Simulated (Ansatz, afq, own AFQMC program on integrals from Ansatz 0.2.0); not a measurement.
**Si₃Ge₂H₁₀, singlet: AFQMC among the cluster methods**

```yaml
atoms:
  - { symbol: Si, position_ang: [-1.0213, 1.5567, 0.6581] }
  - { symbol: Si, position_ang: [-0.0678, -0.1378, 1.9832] }
  - { symbol: Ge, position_ang: [1.5731, -1.1374, 0.5468] }
  - { symbol: Ge, position_ang: [0.7456, -0.7390, -1.7227] }
  - { symbol: Si, position_ang: [-1.2840, 0.5085, -1.4323] }
  - { symbol: H, position_ang: [-0.0349, 2.6766, 0.5196] }
  - { symbol: H, position_ang: [-2.2990, 2.1000, 1.2147] }
  - { symbol: H, position_ang: [0.5135, 0.3662, 3.2661] }
  - { symbol: H, position_ang: [-1.1213, -1.1555, 2.2968] }
  - { symbol: H, position_ang: [1.7515, -2.6411, 0.8336] }
  - { symbol: H, position_ang: [2.9381, -0.4445, 0.7318] }
  - { symbol: H, position_ang: [0.4999, -2.0605, -2.4766] }
  - { symbol: H, position_ang: [1.7762, 0.0866, -2.5186] }
  - { symbol: H, position_ang: [-1.5365, 1.4699, -2.5503] }
  - { symbol: H, position_ang: [-2.4331, -0.4488, -1.3502] }
```

Basis def2-SVP. Only valence electrons are correlated. Ansatz 0.2.0 and our own AFQMC program on the same integrals; the CISD trial comes from CCSD amplitudes, and released means the phaseless constraint is let go. ± is one standard error of the sampling. No spin–orbit coupling.

Determinant: RHF, the one that the program's search chose, which needn't be the lowest solution. The geometry is a PBE0/def2-SVP stationary point of this or a neighbouring charge and spin state.

No full CI on the walks' own integrals is used here. The released AFQMC energy serves as the reference, which it does only where one determinant dominates, the energy is flat over the last release times and near the phaseless one (40 meV or 2 meV an electron, half that with transition metals). On small molecules, where full CI could be run and the noise was under 10 meV, such values lay within 10 meV of it in 19 cases of 20, a flattering rate, since the rule was set on those same cases; what remains of the bias isn't in the error bar.

Cautions: no relativity below Rb; no spin-orbit coupling; inner d shell frozen; the ph-AFQMC/CISD walk drifts between its halves (2.1 errors); the released value is read at 0.90 1/Eh with a noise of 19 meV, more than in the cases checked (meV from the phaseless value at times in 1/Eh: -11 ± 12 at 0.21, -12 ± 12 at 0.42, -24 ± 17 at 0.63, -34 ± 19 at 0.90).

```
T1 diagnostic                               : 0.0133
weight of the determinant in the CISD state : 0.731
size of the correlated space                : 30 electrons in 125 orbitals
```

**Question.** Estimate: order these by the size of their error in total energy against AFQMC with the constraint released, smallest first.
A. CCSD(T)
B. phaseless AFQMC with a CISD trial
C. MP2
D. CCSD

**Answer.** B (3.3 ± 2.1 kJ/mol), A (11.7 ± 1.8 kJ/mol), D (62.2 ± 1.8 kJ/mol), C (309.3 ± 1.8 kJ/mol).

Reference: AFQMC with the constraint released, correlation energy -16.515 ± 0.019 eV.

Released energies are given only where the last usable release times agree within the noise; a slower fall can still hide under it.
